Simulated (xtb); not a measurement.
xtb input (GFN2-xTB):

```bash
xtb mol.xyz --gfn 2 --sp --chrg -1 --uhf 0
```
mol.xyz:
```
9

C      0.04909858     1.10763595     0.28954788
C      0.03506176    -1.10688107     0.29443337
C      0.83295606    -0.00625608    -0.44256257
C     -0.69559174     0.00362713    -0.35442763
H      0.01183467     1.17045808     1.39196549
H      0.06324781     2.09009786    -0.18549049
H     -0.00296470    -1.16436125     1.39711638
H      0.03674236    -2.09152973    -0.17626532
H     -1.43800807     0.00657945    -1.14927239
```

End of the output:

```
         :::::::::::::::::::::::::::::::::::::::::::::::::::::
         ::                     SUMMARY                     ::
         :::::::::::::::::::::::::::::::::::::::::::::::::::::
         :: total energy             -11.132099071609 Eh    ::
         :: gradient norm              0.023059325156 Eh/a0 ::
         :: HOMO-LUMO gap              6.354251541195 eV    ::
         ::.................................................::
         :: SCC energy               -11.287361637268 Eh    ::
         :: -> isotropic ES            0.127213204169 Eh    ::
         :: -> anisotropic ES          0.004163206507 Eh    ::
         :: -> anisotropic XC          0.003862660533 Eh    ::
         :: -> dispersion             -0.005247011886 Eh    ::
         :: repulsion energy           0.155262565658 Eh    ::
         :: add. restraining           0.000000000000 Eh    ::
         :: total charge              -1.000000000000 e     ::
         :::::::::::::::::::::::::::::::::::::::::::::::::::::

           -------------------------------------------------
          |                Property Printout                |
           -------------------------------------------------

    * Orbital Energies and Occupations

         #    Occupation            Energy/Eh            Energy/eV
      -------------------------------------------------------------
         1        2.0000           -0.3902859             -10.6202
         2        2.0000           -0.3469742              -9.4416
         3        2.0000           -0.3216423              -8.7523
         4        2.0000           -0.2991524              -8.1404
         5        2.0000           -0.2753883              -7.4937
         6        2.0000           -0.2490910              -6.7781
         7        2.0000           -0.2100190              -5.7149
         8        2.0000           -0.2058406              -5.6012
         9        2.0000           -0.1572071              -4.2778
        10        2.0000           -0.0988331              -2.6894
        11        2.0000           -0.0777811              -2.1165 (HOMO)
        12                          0.1557333               4.2377 (LUMO)
        13                          0.2731727               7.4334
Note: The following floating-point exceptions are signalling: IEEE_UNDERFLOW_FLAG IEEE_DENORMAL
normal termination of xtb
        14                          0.3062716               8.3341
        15                          0.3546542               9.6506
        16                          0.3634093               9.8889
        17                          0.4325978              11.7716
        18                          0.4546880              12.3727
        19                          0.4952522              13.4765
        20                          0.5354706              14.5709
        21                          0.6830350              18.5863
      -------------------------------------------------------------
                  HL-Gap            0.2335144 Eh            6.3543 eV
             Fermi-level            0.0389761 Eh            1.0606 eV

     #   Z          covCN         q      C6AA      α(0)
     1   6 C        3.923    -0.039    21.208     6.545
     2   6 C        3.923    -0.039    21.208     6.545
     3   6 C        2.920    -0.367    38.621    10.191
     4   6 C        3.855    -0.061    21.632     6.615
     5   1 H        0.922    -0.102     5.637     3.713
     6   1 H        0.924    -0.092     5.275     3.592
     7   1 H        0.922    -0.102     5.637     3.713
     8   1 H        0.924    -0.092     5.275     3.592
     9   1 H        0.925    -0.107     5.797     3.765

 Mol. C6AA /au·bohr⁶  :       1009.634790
 Mol. C8AA /au·bohr⁸  :      22076.702286
 Mol. α(0) /au        :         48.270674

Wiberg/Mayer (AO) data.
largest (>0.10) Wiberg bond orders for each atom

 ---------------------------------------------------------------------------
     #   Z sym  total        # sym  WBO       # sym  WBO       # sym  WBO
 ---------------------------------------------------------------------------
     1   6 C    3.898 --     4 C    0.993     6 H    0.972     5 H    0.955
                             3 C    0.946
     2   6 C    3.898 --     4 C    0.993     8 H    0.972     7 H    0.955
                             3 C    0.946
     3   6 C    2.824 --     2 C    0.946     1 C    0.946     4 C    0.886
     4   6 C    3.850 --     2 C    0.993     1 C    0.993     9 H    0.958
                             3 C    0.886
     5   1 H    0.990 --     1 C    0.955
     6   1 H    0.992 --     1 C    0.972
     7   1 H    0.990 --     2 C    0.955
     8   1 H    0.992 --     2 C    0.972
     9   1 H    0.989 --     4 C    0.958
 ---------------------------------------------------------------------------

Topologies differ in total number of bonds
Writing topology from bond orders to xtbtopo.mol

molecular dipole:
                 x           y           z       tot (Debye)
 q only:       -0.233       0.002       0.060
   full:       -0.956       0.007       0.418       2.653
molecular quadrupole (traceless):
                xx          xy          yy          xz          yz          zz
 q only:        1.419      -0.023      -2.168      -0.302       0.008       0.749
  q+dip:       -1.179       0.008      -0.460       1.729      -0.006       1.639
   full:       -1.473       0.014       0.025       1.944      -0.009       1.449

           -------------------------------------------------
          | TOTAL ENERGY              -11.132099071609 Eh   |
          | GRADIENT NORM               0.023059325156 Eh/α |
          | HOMO-LUMO GAP               6.354251541195 eV   |
           -------------------------------------------------

------------------------------------------------------------------------
------------------------------------------------------------------------
 total:
 SCF:
```

It need not be the lowest isomer of its formula. Whether it binds its extra electron was not tested at this geometry.
